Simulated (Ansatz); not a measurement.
Relaxation of C4H9N (14 atoms, charge 0, multiplicity 1), to a largest force component of 0.015 eV/Å in at most 40 steps.

All numbers below come from RKS PBE0-D4/def2-SVP in Ansatz 0.2.0.

```xyz
14
Properties=species:S:1:pos:R:3
C -0.652 1.515 0.489
C -0.139 0.341 0.377
C 1.026 -0.034 1.197
C -0.604 -0.704 -0.546
N 0.294 -1.056 -1.592
H -1.568 1.851 -0.116
H -0.280 2.317 1.155
H 0.876 -0.910 1.800
H 1.348 0.779 1.947
H 1.927 -0.244 0.600
H -1.618 -0.385 -0.999
H -0.901 -1.605 0.054
H 1.190 -0.591 -1.352
H 0.462 -2.037 -1.560
```

Q: Where does it end, and by what steps?

A: The run converged. After 13 steps the energy has fallen by 0.569 eV; H13 moved furthest, 0.85 Å.

```csv
step,energy less start (eV),largest force component (eV/Å),accepted
0,0.0000,4.325,yes
1,-0.3706,1.152,yes
2,-0.3999,0.439,yes
3,-0.4413,0.388,yes
4,-0.4602,0.357,yes
5,-0.4842,0.940,yes
6,-0.5423,0.290,yes
7,-0.5607,0.434,yes
8,-0.5107,1.464,no
9,-0.5671,0.086,yes
10,-0.5666,0.078,no
11,-0.5688,0.025,yes
12,-0.5687,0.049,no
13,-0.5688,0.004,yes
```

```xyz
14
Properties=species:S:1:pos:R:3
C -0.645 1.549 0.483
C -0.116 0.322 0.419
C 1.044 -0.100 1.270
C -0.660 -0.717 -0.537
N 0.270 -1.217 -1.533
H -1.493 1.834 -0.147
H -0.257 2.309 1.169
H 0.769 -0.955 1.911
H 1.400 0.715 1.915
H 1.890 -0.434 0.646
H -1.542 -0.302 -1.052
H -1.028 -1.583 0.044
H 0.703 -0.441 -2.031
H 1.026 -1.744 -1.102
```

The run took 46 s on 2 threads of Intel(R) Xeon(R) CPU @ 2.80GHz (Skylake/Cascade Lake), on a shared host, peak memory 0.28 GiB.
